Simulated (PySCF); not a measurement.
Compound: CH3CH2CF(CH3)2, C₅H₁₁F.
SMILES with atom numbers: `[CH3:1][CH2:2][C:3]([CH3:4])([CH3:5])[F:6]` (hydrogens: H7, H8, H9 on C1; H10, H11 on C2; H12, H13, H14 on C4; H15, H16, H17 on C5)

The same species was optimised twice, with GFN2-xTB and with PBE0-D3(BJ)/def2-SVP (PySCF), and the same property calculations (PySCF, gas phase) were run on both structures.

```json
{"coordinate": "C3–C4 (Å)", "GFN2-xTB": "1.526", "PBE0-D3(BJ)/def2-SVP": "1.518", "change": "-0.008"}
{"coordinate": "C3–C5 (Å)", "GFN2-xTB": "1.525", "PBE0-D3(BJ)/def2-SVP": "1.519", "change": "-0.006"}
{"coordinate": "C2–C3 (Å)", "GFN2-xTB": "1.534", "PBE0-D3(BJ)/def2-SVP": "1.528", "change": "-0.006"}
{"coordinate": "C1–C2 (Å)", "GFN2-xTB": "1.525", "PBE0-D3(BJ)/def2-SVP": "1.520", "change": "-0.005"}
{"coordinate": "C3–F6 (Å)", "GFN2-xTB": "1.400", "PBE0-D3(BJ)/def2-SVP": "1.399", "change": "-0.001"}
{"coordinate": "C1–C2–C3 (°)", "GFN2-xTB": "113.8", "PBE0-D3(BJ)/def2-SVP": "114.7", "change": "+0.9"}
{"coordinate": "C4–C3–C5 (°)", "GFN2-xTB": "111.2", "PBE0-D3(BJ)/def2-SVP": "111.6", "change": "+0.4"}
{"coordinate": "C5–C3–F6 (°)", "GFN2-xTB": "107.1", "PBE0-D3(BJ)/def2-SVP": "106.8", "change": "-0.3"}
{"coordinate": "C2–C3–C4 (°)", "GFN2-xTB": "110.8", "PBE0-D3(BJ)/def2-SVP": "111.1", "change": "+0.3"}
{"coordinate": "C2–C3–F6 (°)", "GFN2-xTB": "107.2", "PBE0-D3(BJ)/def2-SVP": "106.9", "change": "-0.3"}
{"coordinate": "C4–C3–F6 (°)", "GFN2-xTB": "106.9", "PBE0-D3(BJ)/def2-SVP": "106.8", "change": "-0.1"}
{"coordinate": "C2–C3–C5 (°)", "GFN2-xTB": "113.3", "PBE0-D3(BJ)/def2-SVP": "113.2", "change": "-0.1"}
{"coordinate": "C1–C2–C3–C4 (°)", "GFN2-xTB": "179", "PBE0-D3(BJ)/def2-SVP": "174", "change": "-5"}
```

Rotational constants: A = 4578, B = 2622, C = 2555 MHz (GFN2-xTB) against A = 4594, B = 2626, C = 2555 MHz (PBE0-D3(BJ)/def2-SVP). Point groups within 0.08 Å: C1 and C1. Atoms that the bonding makes alike are paired by their places after alignment.

On the GFN2-xTB structure: HOMO (eV) -8.83 [PBE0/pcSseg-1]; LUMO (eV) 1.36 [PBE0/pcSseg-1]; dipole (D) 1.81 [PBE0/pcSseg-1]; GIAO shielding of C1 (ppm) 177.1 [PBE0/pcSseg-1]; GIAO shielding of C2 (ppm) 148.9 [PBE0/pcSseg-1]; GIAO shielding of C3 (ppm) 91.4 [PBE0/pcSseg-1]; GIAO shielding of C4/C5 (mean) (ppm) 158.2 [PBE0/pcSseg-1]; GIAO shielding of F6 (ppm) 358.6 [PBE0/pcSseg-1].

Question: What do these properties become on the PBE0-D3(BJ)/def2-SVP structure?

Answer: 
```
                                    property          level  on GFN2-xTB  on PBE0-D3(BJ)/def2-SVP  change
                                   HOMO (eV)  PBE0/pcSseg-1        -8.83                    -8.86   -0.03
                                   LUMO (eV)  PBE0/pcSseg-1         1.36                     1.32   -0.04
                                  dipole (D)  PBE0/pcSseg-1         1.81                     1.80   -0.01
energy, GFN2-xTB geometry as zero (kcal/mol)  PBE0/pcSseg-1          0.0                     -0.5    -0.5
                  GIAO shielding of C1 (ppm)  PBE0/pcSseg-1        177.1                    175.3    -1.8
                  GIAO shielding of C2 (ppm)  PBE0/pcSseg-1        148.9                    148.1    -0.8
                  GIAO shielding of C3 (ppm)  PBE0/pcSseg-1         91.4                     92.9    +1.5
        GIAO shielding of C4/C5 (mean) (ppm)  PBE0/pcSseg-1        158.2                    156.6    -1.6
                  GIAO shielding of F6 (ppm)  PBE0/pcSseg-1        358.6                    358.2    -0.4
```

The heavy atoms differ by 0.027 Å rms after alignment (one structure mirrored). Among bonds between heavy atoms C3–C4 changes most (-0.008 Å). Changes are differences of the printed values. Neither structure is proved a minimum here.

Shape of the structure used: `[CH3:1][CH2:2][C:3]([CH3:4])([CH3:5])[F:6]`: C1–C2–C3–C4 174°.
